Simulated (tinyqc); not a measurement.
Worked calculation: UHF in the sto-3g basis, for H2O, spin multiplicity 3. This run ends on a higher stationary point, not on the lowest solution. One step of it, computed by the program tinyqc.

Question. Iteration 2: diagonalisation and new density. Diagonalise F' = X^T F X, C = X C', fill 6 alpha and 4 beta electrons from the bottom; D(s) = C_occ C_occ^T. Each column has its largest component positive (the first on a tie).

extrapolated F(alpha) (hartree), lower triangle:
```
             1O 1s      1O 2s     1O 2px     1O 2py     1O 2pz      2H 1s      3H 1s
1O 1s   -22.130056
1O 2s    -5.429423  -3.124827
1O 2px    0.000000   0.000000  -1.099682
1O 2py    0.000000   0.000000   0.000000  -1.213548
1O 2pz   -0.006484  -0.047640   0.000000   0.000000  -1.113799
2H 1s    -0.464673  -0.543750   0.000000  -0.250922  -0.190166  -0.324345
3H 1s    -0.464673  -0.543750   0.000000   0.250922  -0.190166  -0.157680  -0.324345
```

extrapolated F(beta) (hartree), lower triangle:
```
             1O 1s      1O 2s     1O 2px     1O 2py     1O 2pz      2H 1s      3H 1s
1O 1s   -22.074062
1O 2s    -5.385244  -2.550252
1O 2px    0.000000   0.000000  -0.957072
1O 2py    0.000000   0.000000   0.000000  -0.233189
1O 2pz   -0.001675   0.090882   0.000000   0.000000  -0.937328
2H 1s    -0.458670  -0.427253   0.000000  -0.139064  -0.146738  -0.116730
3H 1s    -0.458670  -0.427253   0.000000   0.139064  -0.146738  -0.093165  -0.116730
```

X:
```
                1          2          3         4          5          6         7
1O 1s   -0.464419   0.000000   0.656305  0.000000  -0.585772   0.000000  0.270697
1O 2s    0.892207   0.000000  -0.251666  0.000000  -0.290850   0.000000  0.504089
1O 2px   0.000000   0.000000   0.000000  1.000000   0.000000   0.000000  0.000000
1O 2py   0.000000   0.783209   0.000000  0.000000   0.000000   0.685552  0.000000
1O 2pz   0.361338   0.000000   0.697149  0.000000   0.615890   0.000000  0.217245
2H 1s   -0.525437  -0.646718  -0.264001  0.000000   0.223709   0.415120  0.383047
3H 1s   -0.525437   0.646718  -0.264001  0.000000   0.223709  -0.415120  0.383047
```

Give: F' = X^T F X; orbital energies; coefficients C; F' = X^T F X; orbital energies; coefficients C; D(alpha) after iteration 2; D(beta) after iteration 2.

Answer.

F' = X^T F X (alpha) (hartree), lower triangle:
```
        1       2       3       4       5       6       7
1  -2.491
2   0.000  -0.375
3   3.689   0.000  -8.217
4   0.000   0.000   0.000  -1.100
5  -3.738   0.000   7.811   0.000  -9.877
6   0.000  -0.503   0.000   0.000   0.000  -0.913
7   1.630   0.000  -5.046   0.000   5.797   0.000  -4.779
```

orbital energies (alpha) (hartree): MO1 -22.132, MO2 -1.903, MO3 -1.215, MO4 -1.112, MO5 -1.100, MO6 -0.215, MO7 -0.074

coefficients C (alpha):
```
           MO1     MO2     MO3     MO4    MO5     MO6     MO7
1O 1s    0.997  -0.254   0.000   0.017  0.000   0.053   0.000
1O 2s    0.011   1.037   0.000  -0.074  0.000  -0.343   0.000
1O 2px   0.000   0.000   0.000   0.000  1.000   0.000   0.000
1O 2py   0.000   0.000   0.991   0.000  0.000   0.000  -0.320
1O 2pz   0.001   0.064   0.000   0.990  0.000  -0.244   0.000
2H 1s   -0.001  -0.019   0.024   0.028  0.000   0.736   0.768
3H 1s   -0.001  -0.019  -0.024   0.028  0.000   0.736  -0.768
```

F' = X^T F X (beta) (hartree), lower triangle:
```
        1       2       3       4       5       6       7
1  -2.042
2   0.000   0.119
3   3.700   0.000  -8.097
4   0.000   0.000   0.000  -0.957
5  -3.791   0.000   7.831   0.000  -9.762
6   0.000  -0.080   0.000   0.000   0.000  -0.276
7   1.854   0.000  -5.117   0.000   5.815   0.000  -4.390
```

orbital energies (beta) (hartree): MO1 -22.075, MO2 -1.332, MO3 -0.957, MO4 -0.919, MO5 -0.291, MO6 0.035, MO7 0.134

coefficients C (beta):
```
           MO1     MO2    MO3     MO4     MO5     MO6     MO7
1O 1s    0.998  -0.244  0.000  -0.054   0.000   0.066   0.000
1O 2s    0.009   0.999  0.000   0.213   0.000  -0.394   0.000
1O 2px   0.000   0.000  1.000   0.000   0.000   0.000   0.000
1O 2py   0.000   0.000  0.000   0.000   0.822   0.000  -0.638
1O 2pz   0.000  -0.232  0.000   0.958   0.000  -0.266   0.000
2H 1s   -0.001   0.006  0.000   0.046   0.284   0.735   0.714
3H 1s   -0.001   0.006  0.000   0.046  -0.284   0.735  -0.714
```

D(alpha) after iteration 2, lower triangle:
```
         1O 1s   1O 2s  1O 2px  1O 2py  1O 2pz  2H 1s  3H 1s
1O 1s    1.063
1O 2s   -0.273   1.198
1O 2px   0.000   0.000   1.000
1O 2py   0.000   0.000   0.000   0.981
1O 2pz  -0.012   0.077   0.000   0.000   1.043
2H 1s    0.043  -0.274   0.000   0.024  -0.153  0.543
3H 1s    0.043  -0.274   0.000  -0.024  -0.153  0.542  0.543
```

D(beta) after iteration 2, lower triangle:
```
         1O 1s   1O 2s  1O 2px  1O 2py  1O 2pz  2H 1s  3H 1s
1O 1s    1.059
1O 2s   -0.247   1.043
1O 2px   0.000   0.000   1.000
1O 2py   0.000   0.000   0.000   0.000
1O 2pz   0.005  -0.028   0.000   0.000   0.972
2H 1s   -0.005   0.015   0.000   0.000   0.043  0.002
3H 1s   -0.005   0.015   0.000   0.000   0.043  0.002  0.002
```
